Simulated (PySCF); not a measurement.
PySCF input for water cation (H2O), SMILES O (connectivity only; charge and spin as stated), charge +1, multiplicity 2, TDA-PBE/def2-TZVPD. Geometry: B3LYP-D3(BJ)/def2-TZVPD. The multiplicity is an assumed one; other spin states were not compared.

```python
import numpy as np
from pyscf import gto, scf, dft, tdscf

mol = gto.M(
    atom='''
    O     0.00000000   -0.00000000   -0.11602090
    H     0.00000000   -0.82468813    0.46408361
    H     0.00000000    0.82468815    0.46408360
    ''',
    basis='def2-TZVPD',
    charge=1,
    spin=1,
    max_memory=1600,
    verbose=4,
)
mf = dft.UKS(mol, xc='pbe').density_fit(auxbasis='def2-universal-jkfit')
mf.grids.level = 3
mf.conv_tol = 1e-9
mf.max_cycle = 100
mf.kernel()
fine, coarse = mf.grids, dft.Grids(mol).set(level=1).build(with_non0tab=True)
for _ in range(3):  # follow internal instabilities
    mf.grids = coarse
    mo, _, stable, _ = mf.stability(return_status=True, nroots=4)
    mf.grids = fine
    if stable:
        break
    mf.kernel(mf.make_rdm1(mo, mf.mo_occ))
mf.grids = dft.Grids(mol).set(level=1).build(with_non0tab=True)  # coarser grid for the response kernel
td = tdscf.TDA(mf)
td.nstates = 10
td.conv_tol = 1e-4
td.positive_eig_threshold = 1e-6
td.kernel(x0=td.get_init_guess(mf, 15))
td.analyze()
```

Program output:

```
PySCF version 2.14.0

[INPUT] verbose = 4
[INPUT] num. atoms = 3
[INPUT] num. electrons = 9
[INPUT] charge = 1
[INPUT] spin (= nelec alpha-beta = 2S) = 1
[INPUT] symmetry False subgroup None
[INPUT] Mole.unit = angstrom
[INPUT] Symbol           X                Y                Z      unit          X                Y                Z       unit  Magmom
[INPUT]  1 O      0.000000000000   0.000000000000  -0.116020900000 AA    0.000000000000   0.000000000000  -0.219247725726 Bohr   0.0
[INPUT]  2 H      0.000000000000  -0.824688130000   0.464083610000 AA    0.000000000000  -1.558434703880   0.876990921799 Bohr   0.0
[INPUT]  3 H      0.000000000000   0.824688150000   0.464083600000 AA    0.000000000000   1.558434741674   0.876990902902 Bohr   0.0

nuclear repulsion = 8.71812718118104
number of shells = 24
number of NR pGTOs = 77
number of NR cGTOs = 58
basis = def2-TZVPD
ecp = {}


******** <class 'pyscf.df.df_jk.DFUKS'> ********
method = DFUKS
initial guess = minao
damping factor = 0
level_shift factor = 0
DIIS = <class 'pyscf.scf.diis.CDIIS'>
diis_start_cycle = 1
diis_space = 8
diis_damp = 0
SCF conv_tol = 1e-09
SCF conv_tol_grad = None
SCF max_cycles = 100
direct_scf = False
number electrons alpha = 5  beta = 4
XC library pyscf.dft.libxc version 7.1.2
    S. Lehtola, C. Steigemann, M. J. T. Oliveira, and M. A. L. Marques,  SoftwareX 7, 1–5 (2018)
XC functionals = pbe
    J. P. Perdew, K. Burke, and M. Ernzerhof,  Phys. Rev. Lett. 77, 3865 (1996)
    J. P. Perdew, K. Burke, and M. Ernzerhof,  Phys. Rev. Lett. 78, 1396 (1997)
    J. P. Perdew, K. Burke, and M. Ernzerhof,  Phys. Rev. Lett. 77, 3865 (1996)
    J. P. Perdew, K. Burke, and M. Ernzerhof,  Phys. Rev. Lett. 78, 1396 (1997)
radial grids:
    Treutler-Ahlrichs [JCP 102, 346 (1995); DOI:10.1063/1.469408] (M4) radial grids

becke partition: Becke, JCP 88, 2547 (1988); DOI:10.1063/1.454033
pruning grids: <function nwchem_prune>
grids dens level: 3
symmetrized grids: False
atomic radii adjust function: <function treutler_atomic_radii_adjust>
small_rho_cutoff = 0
Set gradient conv threshold to 3.16228e-05
tot grids = 33704
init E= -76.2831165102847
  alpha nocc = 5  HOMO = -0.391904167256932  LUMO = -0.0443730464098735
  beta  nocc = 4  HOMO = -0.454557828491531  LUMO = -0.391904167256939

WARN: HOMO -0.391904167256932 >= LUMO -0.391904167256939

cycle= 1 E= -75.9028698240079  delta_E= 0.38  |g|= 0.167  |ddm|=  0.7
  alpha nocc = 5  HOMO = -0.799788355622203  LUMO = -0.333442593886275
  beta  nocc = 4  HOMO = -0.772828148305877  LUMO = -0.68917261680798
  HOMO = -0.772828148306  LUMO = -0.689172616808  gap/eV = 2.27638
cycle= 2 E= -75.9156403201243  delta_E= -0.0128  |g|= 0.0559  |ddm|= 0.133
  alpha nocc = 5  HOMO = -0.789034868429443  LUMO = -0.314553911482392
  beta  nocc = 4  HOMO = -0.763624728579366  LUMO = -0.663706938626092
  HOMO = -0.763624728579  LUMO = -0.663706938626  gap/eV = 2.71890
cycle= 3 E= -75.9167910963392  delta_E= -0.00115  |g|= 0.0104  |ddm|= 0.0281
  alpha nocc = 5  HOMO = -0.789435728882014  LUMO = -0.315109354845717
  beta  nocc = 4  HOMO = -0.763712603215524  LUMO = -0.662864186407575
  HOMO = -0.763712603216  LUMO = -0.662864186408  gap/eV = 2.74423
cycle= 4 E= -75.9168181631148  delta_E= -2.71e-05  |g|= 0.00519  |ddm|= 0.00579
  alpha nocc = 5  HOMO = -0.787817637448012  LUMO = -0.314915143702095
  beta  nocc = 4  HOMO = -0.762018484972465  LUMO = -0.660994136427121
  HOMO = -0.762018484972  LUMO = -0.660994136427  gap/eV = 2.74901
cycle= 5 E= -75.916826480086  delta_E= -8.32e-06  |g|= 0.00216  |ddm|= 0.00318
  alpha nocc = 5  HOMO = -0.788508347488653  LUMO = -0.315194313017145
  beta  nocc = 4  HOMO = -0.762642562468308  LUMO = -0.661538557774982
  HOMO = -0.762642562468  LUMO = -0.661538557775  gap/eV = 2.75118
cycle= 6 E= -75.91682820531  delta_E= -1.73e-06  |g|= 0.000151  |ddm|= 0.001
  alpha nocc = 5  HOMO = -0.788535183645835  LUMO = -0.315210606493807
  beta  nocc = 4  HOMO = -0.762633431500056  LUMO = -0.661534393756064
  HOMO = -0.7626334315  LUMO = -0.661534393756  gap/eV = 2.75104
cycle= 7 E= -75.9168282297007  delta_E= -2.44e-08  |g|= 4.29e-05  |ddm|= 0.000201
  alpha nocc = 5  HOMO = -0.788523845549919  LUMO = -0.315210042909641
  beta  nocc = 4  HOMO = -0.762618001846356  LUMO = -0.661519468011463
  HOMO = -0.762618001846  LUMO = -0.661519468011  gap/eV = 2.75103
cycle= 8 E= -75.9168282306055  delta_E= -9.05e-10  |g|= 2.59e-06  |ddm|= 3.1e-05
  alpha nocc = 5  HOMO = -0.788525309301268  LUMO = -0.315210464916703
  beta  nocc = 4  HOMO = -0.762619345972489  LUMO = -0.661520920946153
  HOMO = -0.762619345972  LUMO = -0.661520920946  gap/eV = 2.75103
Extra cycle  E= -75.9168282306039  delta_E= 1.59e-12  |g|= 3.71e-06  |ddm|= 2.85e-06
converged SCF energy = -75.9168282306039  <S^2> = 0.75246611  2S+1 = 2.0024646
tot grids = 10128
uhf_internal: lowest eigs of H = [0.14180921 0.43109805 0.79780623 0.90057781]
<class 'pyscf.df.df_jk.DFUKS'> wavefunction is stable in the internal stability analysis
tot grids = 10128
Overwritten attributes  positive_eig_threshold  of <class 'pyscf.tdscf.uks.TDA'>


******** <class 'pyscf.tdscf.uks.TDA'> for <class 'pyscf.df.df_jk.DFUKS'> ********
nstates = 10
deg_eia_thresh = 1.000e-03
wfnsym = None
conv_tol = 0.0001
eigh lindep = 1e-12
eigh level_shift = 0
eigh max_cycle = 100


Excitation energies (eV)
[ 2.43163807  6.39907103 11.71765611 12.92686207 12.93916768 13.46660566
 14.94822317 14.96508518 15.52652754 16.84589898]

** Excitation energies and oscillator strengths **
Excited State   1:      2.43164 eV    509.88 nm  f=0.0008
       4b ->    5b     -0.99879
Excited State   2:      6.39907 eV    193.75 nm  f=0.0000
       3b ->    5b      0.99833
Excited State   3:     11.71766 eV    105.81 nm  f=0.0026
       5a ->    6a     -0.57103
       4b ->    6b      0.81427
Excited State   4:     12.92686 eV     95.91 nm  f=0.0806
       5a ->    6a     -0.80780
       4b ->    6b     -0.56611
Excited State   5:     12.93917 eV     95.82 nm  f=0.0151
       4a ->    6a     -0.99143
       2b ->    5b     -0.12798
Excited State   6:     13.46661 eV     92.07 nm  f=0.0032
       3a ->    6a     -0.16508
       5a ->    7a     -0.54671
       3b ->    6b      0.14527
       4b ->    7b      0.80208
Excited State   7:     14.94822 eV     82.94 nm  f=0.0463
       5a ->    7a     -0.76551
       3b ->    6b      0.26349
       4b ->    7b     -0.57015
Excited State   8:     14.96509 eV     82.85 nm  f=0.0000
       4a ->    7a      0.99828
Excited State   9:     15.52653 eV     79.85 nm  f=0.0056
       3a ->    6a      0.64809
       5a ->    7a     -0.28938
       3b ->    6b     -0.69388
Excited State  10:     16.84590 eV     73.60 nm  f=0.0003
       3a ->    7a      0.55544
       4a ->    8a      0.16262
       5a ->    9a      0.21838
       5a ->   10a     -0.15160
       3b ->    7b     -0.60314
       4b ->    8b     -0.42148
       4b ->   10b      0.17365

** Transition electric dipole moments (AU) **
state          X           Y           Z        Dip. S.      Osc.
  1         0.1164      0.0000      0.0000      0.0135      0.0008
  2         0.0000      0.0000      0.0000      0.0000      0.0000
  3        -0.0000      0.0000      0.0954      0.0091      0.0026
  4        -0.0000     -0.0000     -0.5043      0.2544      0.0806
  5        -0.2180      0.0000      0.0000      0.0475      0.0151
  6         0.0000      0.0987     -0.0000      0.0097      0.0032
  7        -0.0000     -0.3555      0.0000      0.1264      0.0463
  8        -0.0000     -0.0000      0.0000      0.0000      0.0000
  9        -0.0000     -0.1208     -0.0000      0.0146      0.0056
 10         0.0000      0.0000     -0.0260      0.0007      0.0003

** Transition velocity dipole moments (imaginary part, AU) **
state          X           Y           Z        Dip. S.      Osc.
  1        -0.0350      0.0000     -0.0000      0.0012      0.0091
  2        -0.0000      0.0000     -0.0000      0.0000      0.0000
  3         0.0000      0.0000      0.0392      0.0015      0.0024
  4        -0.0000     -0.0000     -0.2074      0.0430      0.0604
  5        -0.1318     -0.0000      0.0000      0.0174      0.0244
  6         0.0000      0.0274     -0.0000      0.0008      0.0010
  7        -0.0000     -0.1062      0.0000      0.0113      0.0137
  8        -0.0000     -0.0000      0.0000      0.0000      0.0000
  9        -0.0000     -0.0554      0.0000      0.0031      0.0036
 10         0.0000      0.0000     -0.0058      0.0000      0.0000

** Transition magnetic dipole moments (imaginary part, AU) **
state          X           Y           Z
  1        -0.0000      0.9676     -0.0000
  2         0.0000      0.0000      0.9825
  3        -0.0000      0.0000      0.0000
  4         0.0000      0.0000      0.0000
  5        -0.0000      0.1365     -0.0000
  6        -0.0615     -0.0000      0.0000
  7         0.2979      0.0000     -0.0000
  8         0.0000      0.0000      0.1469
  9         0.0360     -0.0000     -0.0000
 10         0.0000     -0.0000     -0.0000
```

The calculation finished and met its thresholds.
